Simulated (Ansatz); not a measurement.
Geometry optimisation, RKS BLYP-D4/def2-TZVP in Ansatz.

Input file:

```yaml
crystal:
  periodic: [false, false, false]
  atoms:
    - { symbol: B, position_ang: [-0.305087, 0.608963, -0.859738] }
    - { symbol: H, position_ang: [0.890125, -0.31049, 1.011778] }
    - { symbol: H, position_ang: [1.440093, -0.050454, 0.645052] }
    - { symbol: O, position_ang: [-1.357301, -0.078228, -0.487641] }
    - { symbol: H, position_ang: [-1.376729, -1.016491, -0.215851] }
basis:
  gaussian: { orbitals: def2-TZVP }
hamiltonian:
  xc: blyp
  dispersion: d4
relax:
  f_tol: 0.03
  max_steps: 50
output:
  orbitals: {}
```

Launched with:

```bash
$ ansatz run input.yaml --threads 1 --pin off --max-ram 2048MiB --backend cpu --events-out ev --progress --plain --runs-dir out
```

Where does it end, and by what steps?

The forces met the threshold. The force dipped under the threshold on the way, but the program's further checks kept it going. After 30 steps the energy has fallen by 0.289 eV; B1 moved furthest, 1.34 Å.

```csv
step,energy less start (eV),largest force component (eV/Å),accepted
0,0.0000,1.183,yes
2,-0.2115,0.510,yes
4,-0.2450,0.374,yes
6,-0.2526,0.094,yes
8,-0.2539,0.026,yes
10,-0.2543,0.137,yes
12,-0.2561,0.025,yes
14,-0.2565,0.067,yes
16,-0.2571,0.054,yes
18,-0.2404,0.864,no
20,-0.2582,0.120,yes
22,-0.2593,0.322,yes
24,-0.2717,0.097,yes
26,-0.2673,0.566,no
28,-0.2832,0.173,yes
30,-0.2892,0.010,yes
```

```xyz
5
Properties=species:S:1:pos:R:3
B -1.439 0.640 -1.568
H 1.018 -0.790 1.336
H 1.349 -0.221 0.976
O -1.221 -0.204 -0.600
H -0.415 -0.272 -0.050
```

Whether the end is a true minimum wasn't checked by a vibrational analysis.

Run time: 32 s on 1 thread of Arm Neoverse V1, on a shared host, peak memory 0.1 GiB.
